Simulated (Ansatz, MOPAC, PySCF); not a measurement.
Potential energy curve for Na2, singlet.

Computed with: FCI = full CI/cc-pVQZ, frozen core (Ansatz, a first-principles code); RKS-B3LYP/3-21G = restricted B3LYP/3-21G run with PySCF; RHF/cc-pVQZ (Ansatz); AM1, restricted, heats of formation (MOPAC).

Energies are in kcal/mol, each relative to the lowest point of its own curve near equilibrium.

| R / Å | FCI | RKS-B3LYP/3-21G | RHF | AM1 |
|---|---|---|---|---|
| 2.49 | 8.0 | 5.1 | 8.6 | 8.7 |
| 2.69 | 3.6 | 2.1 | 4.0 | 2.8 |
| 2.80 | 2.0 | 1.0 | 2.3 | 1.1 |
| 2.91 | 0.9 | 0.3 | 1.1 | 0.2 |
| 2.97 | 0.5 | 0.1 | 0.7 | 0.0 |
| 3.10 | 0.1 | 0.0 | 0.1 | 0.1 |
| 3.19 | 0.0 | 0.2 | 0.0 | 0.6 |
| 3.26 | 0.1 | 0.4 | 0.0 | 1.2 |
| 3.40 | 0.5 | 1.1 | 0.4 | 2.6 |
| 3.52 | 1.1 | 2.0 | 1.0 | 4.2 |
| 3.83 | 3.2 | 4.8 | 3.4 | 8.9 |
| 4.19 | 6.1 | 8.6 | 7.0 | 14.8 |
| 4.62 | 9.4 | 13.0 | 11.6 | 21.7 |
| 5.07 | 12.1 | 17.1 | 16.5 | 28.0 |
| 5.63 | 14.3 | 21.2 | 22.1 | 34.5 |
| 6.26 | 15.6 | 24.6 | 27.5 | 40.1 |
| 6.89 | 16.2 | 27.1 | 32.1 | 44.2 |
| 7.50 | 16.4 | 28.8 | 35.7 | 47.3 |
| 8.47 | 16.6 | 30.6 | 40.1 | 50.7 |
| 9.30 | 16.6 | 31.5 | 42.9 | 52.8 |

At the longest distance, 9.30 Å, AM1 lies highest above its minimum (52.8 kcal/mol) and FCI lowest (16.6 kcal/mol).

The restricted form behind RKS-B3LYP/3-21G, RHF, AM1 keeps the bonding electrons paired and can't separate into open-shell fragments.
